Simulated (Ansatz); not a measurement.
**How the smallest direct gap on the k points sampled of antifluorite Mg₂Sn moves with the method**

No measured value is used here.

```tsv
level (code)	value (eV)
B3LYP (VWN-RPA form) (Ansatz)	2.39
CAM-B3LYP (Ansatz)	4.30
HSE06 (Ansatz)	2.03
Hartree–Fock (Ansatz)	6.81
G0W0@HSE06 (Ansatz)	2.14
```

At these levels the smallest gap is indirect and lower: B3LYP (VWN-RPA form) 0.59, CAM-B3LYP 2.22, HSE06 0.19, Hartree–Fock 4.20, G0W0@HSE06 0.47 eV. Computed values are for a static lattice. Levels without +SOC have no spin–orbit coupling; where heavier elements are present it shifts gaps, mostly down, and can invert bands.  G0W0@HSE06: filled d or f shells below the valence bands can shift G0W0 gaps through exchange with them, which wasn't tested here. G0W0@HSE06: GW on a hybrid start was not checked against another program. Values are at the measured cell. Ansatz's density-functional and Hartree–Fock values are scalar-relativistic unless marked +SOC, with PAW data made under PBE.

Ansatz is a program for electronic structure.
